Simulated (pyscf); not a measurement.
Single points on ωB97X-D3(BJ)/def2-SVP structures (PySCF, gas phase). Correlated levels are frozen-core, on RHF or UHF. ΔMP2 is the change of the MP2 total energy from the triple- to the quadruple-zeta basis.

SMILES: [SiH3][TeH]
```xyz
6

Si    -0.3834     0.2208    -0.2339
Te     1.9692     0.9888    -0.0909
H     -1.0443     0.2479     1.1000
H     -1.0531     1.1852    -1.1497
H     -0.4712    -1.1549    -0.7967
H      2.3658    -0.2445     0.9439
```

Question: What is the homolytic dissociation enthalpy (298 K, CCSD(T)/def2-TZVPP + ΔMP2(QZVPP)) of the Si–Te bond of H₃Si–TeH, to SiH₃• + TeH•?

Answer: Si–Te to SiH₃• + TeH•: 68.6 kcal/mol. The CCSD(T) − MP2 part came from Ansatz, without density fitting, on the same reference. The frozen core leaves the outer d or s,p core shells of the metals and heavy elements correlated in the MP2 and CC values, and def2-TZVPP describes them poorly, which can shift differences by a few kcal/mol. Left out: the spin-orbit lowering of TeH, which is large for Br, Se, Te and I. Elements past Kr carry the def2 core potentials, without spin-orbit coupling.
